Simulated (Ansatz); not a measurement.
**[NH$_{2}$···H···SiH$_{3}$], doublet: transfer scan**

Starting geometry:

```xyz
8

N    -2.0694   -0.0118   -0.0184
H    -2.3667    0.9560   -0.0184
H    -2.3667   -0.4141    0.8618
H    -1.0569   -0.0118   -0.0184
Si    1.0756   -0.0118   -0.0184
H     1.5256   -1.4281   -0.0184
H     1.5256    0.6963   -1.2449
H     1.5256    0.6963    1.2081
```

From there H4 is moved from one fragment to the other while all else, the fragments' distance too, stays fixed; atoms are numbered as listed. Energies are in kcal/mol, counted from the starting geometry at the same level. Kohn–Sham curves are unrestricted where that lies lower.

Basis cc-pVDZ; Ansatz 0.2.0. Correlated methods freeze the noble-gas cores. R marks a restricted (for open shells ROHF) determinant, U an unrestricted one.

A value is left out where its run failed or describes another state than the reference as far as symmetry and spin tell, or, spin-broken singlets apart, can't be checked.

In so small a basis the reference is far from its limit while semilocal and hybrid functionals are nearer theirs (RPA and double hybrids share much of the reference's basis error), so the functionals' errors here hold much of the reference's basis and frozen-core error, which can add to them or hide them.

Full CI isn't at hand for all of this; UCCSDT(Q) serves as the reference, and is uncertain by about the last step of the cluster series.

```
distance N1-H4 (Å)  UCCSDT(Q)   PBE  r2SCAN  PBE0  B3LYP  wB97M-V  B2PLYP  PBE-QIDH  RPA-PBE
             1.012        0.0   0.0     0.0   0.0    0.0      0.0     0.0       0.0      0.0
             1.111        2.9   0.9     1.9   2.3    2.0      2.6     2.6       3.4      2.2
             1.309          –  10.8    13.0  14.2   13.0     15.5    15.2      17.6     13.7
             1.507       20.1  16.9    17.6  19.0   17.2     19.9    19.4      21.8     17.7
             1.705       19.1  21.9    20.3  21.2   19.0     20.2    19.7      21.2     17.9
```
